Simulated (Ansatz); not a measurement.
C5H10 can be A, `CC1(C)CC1`, or B, `C/C=C\CC`.

Calculated with Ansatz (gas phase, PBE0-D4/def2-TZVP geometries, no zero-point term in ΔE). CCSD(T)/CBS is the MP2 limit (def2-TZVPP, def2-QZVPP) plus CCSD(T) − MP2 in def2-TZVPP, frozen cores. DFT in def2-TZVPP. B3LYP here is the variant with VWN-RPA as its local correlation; programs differ in this. Each species was taken in one conformer, which may not be the lowest.

(1) Which isomer does CCSD(T)/CBS put lower? Give the gap. (Best estimate.)

(2) Give E(B) − E(A) in kJ/mol with B3LYP-D4, PBE0-D4, B3LYP, B2PLYP, ωB97M-V, MP2/def2-TZVPP, CCSD(T)/def2-TZVPP. (Estimate.)

(3) Does the order hold for the free energy at 298.15 K (harmonic terms from PBE0-D4)? (Best estimate.)

Largest T1 diagnostic: 0.009.

Answers

(1) Computed: B, by 17.3 kJ/mol.

(2) Computed: B3LYP-D4 -26.8, PBE0-D4 -5.6, B3LYP -30.1, B2PLYP -22.6, ωB97M-V -10.5, MP2/def2-TZVPP -3.8, CCSD(T)/def2-TZVPP -15.8. None reverses the order clearly.

(3) Ansatz gave: Yes: G(B) − G(A) = -25.7 kJ/mol, for one conformer each. Modes under 60 cm⁻¹, often nearly free rotors, make the harmonic entropy too high.

In def2-TZVPP, CCSD(T) changes the Hartree–Fock value by +15.3 kJ/mol (the triples alone add −0.2 kJ/mol) and MP2 by +27.4 kJ/mol. From r2SCAN to r2SCAN0 (25 % exact exchange), in def2-TZVPP and without D4, E(B) − E(A) moves by +5.6 kJ/mol.
